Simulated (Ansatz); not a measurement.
in.yaml

```yaml
crystal:
  periodic: [false, false, false]
  atoms:
    - {symbol: B, position_ang: [-0.006978, 0.007000, 0.015117]}
    - {symbol: H, position_ang: [0.465497, 0.493295, 1.072421]}
    - {symbol: H, position_ang: [-0.492768, -0.463884, 1.073362]}
    - {symbol: H, position_ang: [-0.478890, 0.478402, -1.049160]}
    - {symbol: H, position_ang: [0.581001, -0.582898, -1.258769]}
basis:
  gaussian: {orbitals: cc-pVDZ}
total_charge: 1
magnetization: {spin_polarized: false, initial_magnetization: 2}
correlation: {method: fci, electrons: outside_noble_gas}
```

```sh
$ ansatz run in.yaml --threads 1 --pin off --events-out ev --progress --plain --max-ram 2393MiB
```

Problem. Roughly how long does this take on 1 thread of Arm Neoverse V1, shared host, and how much host memory?

Solution. 92 s wall and 1.4 GiB.

```
630 factors; integrals over basis functions are off by at most 1.7e-7 eV
mean field evaluation 1: about -719.8337 eV, gradient 1.1e1 eV
mean field evaluation 2: about -719.8343 eV, gradient 1.1e1 eV
mean field evaluation 4: about -720.4475 eV, gradient 6.4e-1 eV
mean field evaluation 8: about -720.4559 eV, gradient 2.2e-2 eV
mean field -720.45594753 eV, -26.4762677291 hartree, gradient 1.6e-6 eV, S^2 2.000000; 0 other end points of the search recorded, 0 dependent functions left out
mean field evaluation 16: about -720.5397 eV, gradient 2.5e0 eV
1 core orbitals not correlated: weight in the atoms' cores, before any rotation towards them, 1.000 or more for the frozen orbitals, at most 0.000 for the correlated occupied ones
reference -720.45594753 eV, -26.4762677291 hartree; 4, 2 occupied and 29, 31 virtual orbitals, 630 factors
state -723.68460440 eV, -26.5949186806 hartree
Total energy: -723.68460440 eV, -26.5949186806 hartree
```
